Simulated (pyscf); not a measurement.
Thermochemistry of product channels of Cl⁻ + Cl–CH₂–Cl on the singlet surface, in kcal/mol, from CCSD(T)/def2-TZVPPD + ΔMP2(QZVPPD) energies (ideal gas, 1 atm, RRHO with modes under 100 cm⁻¹ raised to 100, one conformer, R ln 2 for rigid chiral ones). Single points on ωB97X-D3(BJ)/def2-SVPD structures (PySCF, gas phase). MP2 and CC: frozen core, UHF for open shells. ΔMP2 is the change of the MP2 total energy from the triple- to the quadruple-zeta basis.

| products | ΔE | ΔH(298 K) | ΔG(900 K) | ΔG(1200 K) |
|---|---|---|---|---|
| HCl + Cl–CH⁻–Cl | [?] | +43.1 | +33.1 | +29.6 |
| Cl–Cl + H₂C⁻–Cl | [?] | +88.8 | +79.1 | +75.9 |

**Question.** Fill in the missing entries.

**Answer.** 
- HCl + Cl–CH⁻–Cl, ΔE: +47.4
- Cl–Cl + H₂C⁻–Cl, ΔE: +92.1

These are energies of the channels, which say nothing of barriers. The CCSD(T) − MP2 part came from Ansatz, without density fitting, on the same reference.
